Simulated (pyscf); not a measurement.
H₂N–B(Cl)–Cl + H₂O → H₂N–B(OH)–Cl + HCl (four-centre exchange; singlet surface; B–Cl, H–O broken, B–O, Cl–H formed). PySCF, gas phase, ωB97X-D3(BJ)/def2-SVP geometries. Energies in eV from the separated reactants.

```tsv
level	barrier	reaction energy
ωB97X-D3(BJ)/def2-TZVP	0.68	-0.39
PBE/def2-TZVP	0.53	-0.39
B3LYP-D3(BJ)/def2-TZVP	0.63	-0.44
PBE0-D3(BJ)/def2-TZVP	0.54	-0.40
ωB97M-D3(BJ)/def2-TZVP	0.63	-0.44
HF/def2-TZVP	1.22	-0.57
```

The functionals in the table span 0.15 eV in this barrier, from PBE to ωB97X-D3(BJ). On the product side the descent ends in a complex, 0.26 eV under the separated species and 1.32 eV under the saddle at ωB97X-D3(BJ)/def2-TZVP. The reactants may also form a dative adduct at H₂N–B(Cl)–Cl; it and routes through it were not searched. One saddle was located; it need not be the lowest between these sides.
